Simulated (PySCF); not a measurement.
Planning a shielding job on `C(=C)C(N)=O`.

Method: GIAO PBE0/pcSseg-1 NMR shielding, non-relativistic, gas phase (PySCF 2.14.0, density-fitted response routines). Geometry: GFN2-xTB. Work: shieldings, charges and field gradients, density fitting. A driver script takes a list of jobs; this job's settings line and coordinates (Å) are shown.

Input:
```
{"job": {"kind": "nmr", "xc": "PBE0", "basis": "pcSseg-1"}, "charge": 0, "multiplicity": 1}
C     -1.739389    -0.308218     0.399248
C     -0.545068    -0.433873    -0.158383
C      0.563479     0.489744     0.194860
N      1.725890     0.240108    -0.462274
O      0.461269     1.393834     0.996411
H     -1.912266     0.474541     1.120095
H     -2.563801    -0.960152     0.165427
H     -0.329215    -1.204086    -0.886110
H      1.825070    -0.510780    -1.120749
H      2.522913     0.823536    -0.271053
```

Hardware: one thread, Arm Neoverse N1 (shared host).

The basis has 110 functions.

Task: Which is nearest to the wall time?
A. 13 min
B. 1.6 s
C. 1.8 min
D. 13 s

Result: D. The run took 13 s. The SCF took 14 cycles.

The SCF part of the output:
```
coarse grid: 8512 points
cycle   1  E = -246.8092835911  dE =  8.063e-01  |g| = 8.331e-01  |ddm| = 2.809e+00
cycle   2  E = -246.3045444199  dE =  5.047e-01  |g| = 1.783e+00  |ddm| = 2.740e+00
cycle   3  E = -246.9419062473  dE = -6.374e-01  |g| = 1.992e-01  |ddm| = 2.162e+00
cycle   4  E = -246.9496633817  dE = -7.757e-03  |g| = 7.648e-02  |ddm| = 1.788e-01
cycle   5  E = -246.9507476350  dE = -1.084e-03  |g| = 2.043e-02  |ddm| = 5.000e-02
cycle   6  E = -246.9508427001  dE = -9.507e-05  |g| = 4.520e-03  |ddm| = 1.704e-02
cycle   7  E = -246.9508469534  dE = -4.253e-06  |g| = 1.344e-03  |ddm| = 3.936e-03
final grid: 82688 points
cycle   8  E = -246.9883259959  dE = -6.155e-06  |g| = 1.249e-02  |ddm| = 2.284e-02
cycle   9  E = -246.9882445365  dE =  8.146e-05  |g| = 2.425e-02  |ddm| = 2.727e-02
cycle  10  E = -246.9883557474  dE = -1.112e-04  |g| = 2.011e-03  |ddm| = 1.962e-02
cycle  11  E = -246.9883566336  dE = -8.862e-07  |g| = 3.165e-04  |ddm| = 1.668e-03
cycle  12  E = -246.9883566536  dE = -1.995e-08  |g| = 1.592e-04  |ddm| = 3.589e-04
cycle  13  E = -246.9883566600  dE = -6.434e-09  |g| = 2.069e-05  |ddm| = 1.394e-04
cycle  14  E = -246.9883566601  dE = -8.924e-11  |g| = 7.835e-06  |ddm| = 2.602e-05
converged SCF energy = -246.9883566601
```

On the final grid dE counts from the start density on that grid.

Other jobs ran on the host; a repeat could differ by tens of per cent or more.
